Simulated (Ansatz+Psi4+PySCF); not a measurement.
```yaml
atoms:
  - { symbol: N, position_ang: [0.1165, 0.0000, 0.0000] }
  - { symbol: H, position_ang: [-0.2833, 0.9675, 0.0000] }
  - { symbol: H, position_ang: [-0.2718, -0.4699, 0.8138] }
  - { symbol: H, position_ang: [-0.2718, -0.4699, -0.8138] }
```

Basis set: cc-pVTZ (spherical functions). Frozen core: 1 orbital. Charge 0, multiplicity 1.

Computed with Ansatz (development build ahead of 0.2.0) and Psi4 1.11; each method stands on the lowest determinant of its kind that the runs found. Restricted open shells among the atoms or ions are ROHF, correlated in semicanonical orbitals with singles.

The vertical ionization energy (product with multiplicity 2 at the same shape, open shells in the same class of orbitals) of singlet NH₃:

```json
{"method": "RHF", "ionization energy": "9.43 eV"}
```

Task: What does RHF-MP2 give?

Result: 10.83 eV.
